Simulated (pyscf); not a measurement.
Elementary routes open to [Cl–Al–Cl]• (SMILES [Cl][Al][Cl]) + H₂ (SMILES [H][H]) in the gas phase (doublet surface):
A. HCl (SMILES Cl) + [HAl–Cl]• (SMILES [AlH][Cl]) (Al–Cl, H–H broken; Cl–H, Al–H formed)
B. Cl–AlH–Cl (SMILES [Cl][AlH][Cl]) + H• (SMILES [H]) (H–H broken; Al–H formed)

Optimised with ωB97X-D3(BJ)/def2-SVP in PySCF.

Task: Rank the routes by free-energy barrier at 600 K, lowest first, for ωB97M-D3(BJ)/def2-TZVP energies (ideal gas, 1 atm, RRHO with modes under 100 cm⁻¹ raised to 100, one conformer, R ln 2 for chiral ones without a mode under 150 cm⁻¹).

Result: B (146.1 kJ/mol), A (212.7 kJ/mol)

Route B is the fastest of these, ahead of the next by 66.5 kJ/mol. The most stable products are those of B (ΔG = +84.2 kJ/mol), so kinetics and thermodynamics agree. At 1200 K B is still the fastest. A: On the product side the descent ends in a complex, 31.2 kJ/mol under the separated species and 25.5 kJ/mol under the saddle at ωB97X-D3(BJ)/def2-TZVP. Only these routes are compared; each barrier is that of the saddle found, and lower ones may exist.
